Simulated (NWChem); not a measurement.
**pyrrole (C4H5N)**

```
N
H 1 1.0098
C 1 1.3659 2 124.97
C 1 1.3659 2 124.97 3 180.00
C 4 1.3790 1 107.75 2 180.00
C 3 1.3790 1 107.75 2 180.00
H 3 1.0878 1 121.36 2 0.00
H 4 1.0878 1 121.36 2 0.00
H 5 1.0884 4 125.81 8 0.00
H 6 1.0884 3 125.81 7 0.00
```
Charge 0, spin multiplicity 1.

The numbers come from NWChem runs, not from measurements. Structure: optimised with PBE0/def2-SVP, a minimum by its harmonic frequencies.

The correlated methods keep 5 core orbitals frozen. No SCF solution was tested for a lower state. Open-shell Hartree-Fock references start from PBE0 orbitals.

Worked example. At MP2/def2-TZVP the parent has a total energy of -209.72089 Ha and the doublet with one electron less, at the same geometry, -209.40825 Ha. The vertical ionisation energy is their difference.

ΔE = -209.40825 − (-209.72089) = 0.31264 Ha. Times 27.2114 eV/Ha this is 8.51 eV, or 821 kJ/mol; λ = 1239.84/8.51 = 145.7 nm. No relaxation of the ion's geometry and no zero-point term enter.
